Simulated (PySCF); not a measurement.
# Argon: a sound run and one with changed settings

Sound run: Ar [Ar], Ar+ [Ne] 3s2 3p5. Calculation: PySCF 2.14, in cc-pVTZ-DK (5s4p2d1f, 34 functions); scalar relativity by spin-free X2C-1e. In the sound run the correlated levels freeze [Ne]. The sound run starts from symmetry-adapted Hartree-Fock orbitals and uses a fine grid where one is needed.

Changed run: basis STO-3G, all-electron and non-relativistic. This setting is unsound on purpose.

```json
{"species": "Ar", "method": "UHF", "sound run (hartree)": "-528.62142", "changed run (hartree)": "-521.22288", "converged": "yes"}
{"species": "Ar", "method": "TPSS", "sound run (hartree)": "-529.38044", "changed run (hartree)": "-521.86724", "converged": "yes"}
{"species": "Ar", "method": "LDA", "sound run (hartree)": "-527.73192", "changed run (hartree)": "-520.19101", "converged": "yes"}
{"species": "Ar", "method": "MP2", "sound run (hartree)": "-528.82753", "changed run (hartree)": "-521.22288", "converged": "yes"}
{"species": "Ar+", "method": "UHF", "sound run (hartree)": "-528.08649", "changed run (hartree)": "-520.72694", "converged": "yes"}
{"species": "Ar+", "method": "TPSS", "sound run (hartree)": "-528.80411", "changed run (hartree)": "-521.33032", "converged": "yes"}
{"species": "Ar+", "method": "LDA", "sound run (hartree)": "-527.14469", "changed run (hartree)": "-519.65111", "converged": "yes"}
{"species": "Ar+", "method": "MP2", "sound run (hartree)": "-528.25189", "changed run (hartree)": "-520.72694", "converged": "yes"}
```

Ionisation energy of Ar:

| method | sound run (eV) | changed run (eV) |
| --- | --- | --- |
| UHF | 14.556 | 13.495 |
| TPSS | 15.683 | 14.610 |
| LDA | 15.979 | 14.692 |
| MP2 | 15.664 | 13.495 |
| SCS-MP2 | 15.561 | 13.495 |

A minimal basis cannot let orbitals breathe on ionisation and holds almost no correlation. The Hamiltonian changed with the basis, so the totals do not compare.

For comparison, NIST gives 15.760 eV between the lowest levels.
